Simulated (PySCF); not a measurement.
Level of theory and gas-phase deprotonation enthalpies: vinyl bromide

Structure: `C=CBr` (C2H3Br). Non-hydrogen atoms are numbered in `[CH2:1]=[CH:2][Br:3]`.

All levels share the PBE0-D3(BJ)/ma-def2-SVP structures and the PBE0-D3(BJ)/ma-def2-SVP thermal terms; only the single-point energies (PySCF) change. Values are gas-phase deprotonation enthalpies (298 K, kJ/mol).

```csv
level,C2
BLYP-D3(BJ)/ma-def2-TZVP,1564
M06-2X/ma-def2-TZVP (grid 3),1572
B3LYP-D3(BJ)/ma-def2-TZVP,1578
M06/ma-def2-TZVP (grid 3),1581
TPSS-D3(BJ)/ma-def2-TZVP (grid 3),1581
HSE06/ma-def2-TZVP,1584
PBE0-D3(BJ)/ma-def2-TZVP,1587
BHandHLYP/ma-def2-TZVP,1588
HF/ma-def2-TZVP,1591
PBE0-D3(BJ)/def2-TZVP,1597
M06-L/ma-def2-TZVP (grid 3),1598
OPBE/ma-def2-TZVP,1600
PBE0-D3(BJ)/cc-pVTZ,1603
LC-ωPBE/ma-def2-TZVP,1606
PBE0-D3(BJ)/cc-pVDZ,1616
```

Hartree-Fock leaves out electron correlation, so its deprotonation energies can be off by tens of kJ/mol.

The spread: 52 kJ/mol, from 1564 to 1616.

Note: atoms from Ga to Kr are treated without relativity; C1 is not listed: the run failed or kept an imaginary mode, or the ion rearranged or equalled another.

Bases without diffuse functions serve anions poorly.
